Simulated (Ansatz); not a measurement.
**Worked example: the enthalpy of C4H10O2 → C3H6O2 + CH4**

Species: C4H10O2 (1,1-dimethoxyethane) `COC(C)OC`, singlet; C3H6O2 (methyl acetate) `COC(C)=O`, singlet; CH4 (methane) `C`, singlet. 

Shapes, held fixed at every level: PBE0-D4/def2-TZVP. Flexible molecules stand in one conformer, not always the lowest. Programs: Ansatz 0.2.0. The zero-point and thermal terms to 298 K, harmonic and unscaled (PBE0-D4/def2-TZVP), stand in the table.

At CCSD(T)/CBS estimate; 1 Eh = 2625.50 kJ/mol:

```
species  energy (Eh)  H(298 K) − E (kJ/mol)  tabulated ΔfH (kJ/mol)
C4H10O2  -308.549870                  393.5                  -389.7
 C3H6O2  -268.119800                  254.7                  -413.3
    CH4   -40.462061                  127.4                   -74.5
```

Work out the reaction enthalpy at 298 K from the calculation and from the table of heats.


1. Electronic: (-268.119800) + (-40.462061) − [(-308.549870)] = -0.031991 Eh = -84.0 kJ/mol.
2. Zero-point and thermal: (254.7) + (127.4) − [(393.5)] = -11.4 kJ/mol.
3. Computed ΔH = -95.4 kJ/mol.
4. From the heats of formation (Active Thermochemical Tables, CRC Handbook of Chemistry and Physics): (-413.3) + (-74.5) − [(-389.7)] = -98.1 kJ/mol.
5. Computed less tabulated: +2.7 kJ/mol. Tabulated heats carry uncertainties of their own.

The CBS estimate extrapolates MP2 from def2-TZVPP and def2-QZVPP and adds CCSD(T) − MP2 in the triple-zeta set, cores frozen.
